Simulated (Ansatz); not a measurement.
**SiNH2+ (quintet): the correlation ladder, def2-TZVPP**

The task here is to estimate one member of a computed series from the others.

Program: Ansatz 0.2.0, Gaussian basis. Level of theory: def2-TZVPP, core rule «outside noble gas», up to 6 orbitals frozen. These are calculated values, not measurements.

The runs, in order: UHF; ROHF; CCSD(T) on UHF.

## The geometry

The geometry is a PBE0/def2-TZVP stationary point (not a proven minimum) of the parent state, kept for this charge and spin.

4 atoms, charge 1, spin multiplicity 5.

Atoms are counted from 1 here; the program's logs count them from 0.

Bond lengths: Si1–N2 1.726 Å, N2–H3 1.004 Å, N2–H4 1.004 Å. Angles: Si1–N2–H3 121.8°, Si1–N2–H4 121.8°, H3–N2–H4 116.4°.

The first run:

in.yaml

```yaml
crystal:
  periodic: [false, false, false]
  atoms:
    - {symbol: Si, position_ang: [0.000000, 0.000000, 0.651167]}
    - {symbol: N, position_ang: [0.000000, 0.000000, -1.074836]}
    - {symbol: H, position_ang: [0.000000, -0.852806, -1.603987]}
    - {symbol: H, position_ang: [0.000000, 0.852806, -1.603987]}
basis:
  gaussian: {orbitals: def2-TZVPP}
total_charge: 1
magnetization: {spin_polarized: true, initial_magnetization: 4}
hamiltonian: {xc: hf}
output: {orbitals: {seedname: orbitals}}
```

The run is started by

```bash
ansatz run in.yaml --threads 1 --pin off --events-out ev --progress --plain --max-ram 4096MiB --backend cpu
```

Steps of the session up to this table: UHF; ROHF; CCSD(T) on UHF.

One table of the session follows, with a row left open; its other results are not shown here.

| method | from UCCSD(T) (meV) |
| --- | --- |
| ROHF | +6516.9 |
| UHF | +6362.9 |
| UMP2 | ? |
| UCCSD | +178.2 |
| UCCSD(T) | 0 |

**Question.** Estimate the row for UMP2.

**Answer.** from UCCSD(T) (meV): +845.4. In the column «from UCCSD(T) (meV)» it lies between UCCSD (+178.2) and UHF (+6362.9).
